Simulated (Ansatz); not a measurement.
Born–Oppenheimer molecular dynamics of H6OSSi (9 atoms, charge 0, multiplicity 1). It starts at the highest image of a converged band. Of that band: The profile has 2 maxima (images 4, 6) with wells between them (image 5): this band takes more than one step, which may be the mechanism or a detour left from its start path. A vibrational analysis at the climbing image gives one clearly imaginary mode, 283i cm⁻¹: a first-order saddle point.

Theory: RKS revPBE/def2-SVP in Ansatz.

```json
{
 "ensemble": "NVE (velocity Verlet)",
 "time step": "0.5 fs",
 "steps asked": "200",
 "starting velocities drawn for": "300 K",
 "seed": "4840"
}
```

First frame:

```xyz
9
Properties=species:S:1:pos:R:3
Si 0.064 -0.183 -0.036
O 0.125 -0.099 1.912
H -0.731 -0.008 2.384
H 1.276 0.438 -0.658
H -0.935 0.971 0.061
H -0.723 -1.156 -0.875
S 1.446 -2.189 0.775
H 0.413 -3.073 0.678
H 0.611 -1.056 2.012
```

Question: How far do the bonds stretch over the last three quarters of this one trajectory? (Pairs bonded in most of those frames.)

Answer: 
```tsv
bond	mean (Å)	spread (Å)	shortest	longest
Si1–O2	1.997	0.071	1.90	2.14
Si1–H4	1.504	0.006	1.49	1.52
Si1–H5	1.532	0.036	1.48	1.60
Si1–H6	1.510	0.019	1.48	1.54
Si1–S7	2.509	0.107	2.35	2.65
O2–H3	0.983	0.013	0.96	1.00
O2–H9	1.037	0.030	0.99	1.13
S7–H8	1.364	0.004	1.36	1.37
```

Mean temperature of the second half: 191 K. The conserved energy stayed within 0.071 meV per atom of its start (net change 0.023 meV per atom), so the integration is sound. A run of 0.1 ps of so small a system gives no equilibrium averages. The orbitals stay closed-shell, which can raise the energy where a bond breaks towards radicals; this wasn't checked here.

The run took 7.5 min on 1 thread of Arm Neoverse V1 (shared host), peak memory 0.14 GiB.
